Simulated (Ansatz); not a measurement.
Results of PBE0 (PAW; Ansatz, a first-principles code) for fluorite CdF2.

Settings: plane-wave cutoff 460 eV, 8×8×8 k mesh, Fermi–Dirac smearing 0.01 eV, scalar-relativistic PAW data made under PBE.

Cell (relaxed at this level):

```cif
data_Cd4F8
_chemical_formula_sum 'Cd4 F8'
_space_group_name_H-M_alt 'Fm-3m'
_space_group_IT_number 225
_space_group_name_Hall '-F 4 2 3'
_cell_length_a 5.41340
_cell_length_b 5.41340
_cell_length_c 5.41340
_cell_angle_alpha 90.000
_cell_angle_beta 90.000
_cell_angle_gamma 90.000
loop_
_atom_site_label
_atom_site_type_symbol
_atom_site_symmetry_multiplicity
_atom_site_Wyckoff_symbol
_atom_site_fract_x
_atom_site_fract_y
_atom_site_fract_z
_atom_site_occupancy
Cd1 Cd 4 a 0.00000 0.00000 0.00000 1
F1 F 8 c 0.25000 0.25000 0.25000 1
```
(The calculation used a cell of 3 atoms; values per cell refer to that cell.)

Give the computed bulk modulus B0, band gap, smallest direct gap on the k points sampled and pressure derivative B′ of the bulk modulus.


* **bulk modulus B0**: 105 GPa
* **band gap**: 5.90 eV (on the SCF k mesh)
* **smallest direct gap on the k points sampled**: 6.50 eV
* **pressure derivative B′ of the bulk modulus**: 4.7

Measured, for comparison: band gap 7.8 eV (temperature not stated, no zero-point or thermal correction, indirect W–Γ; as tabulated in Cappellini et al. (2013), arXiv:1302.2571).

Spin–orbit coupling is not included.

The computed numbers hold no vibrational or temperature effects.

The result took very roughly 13 core-minutes.
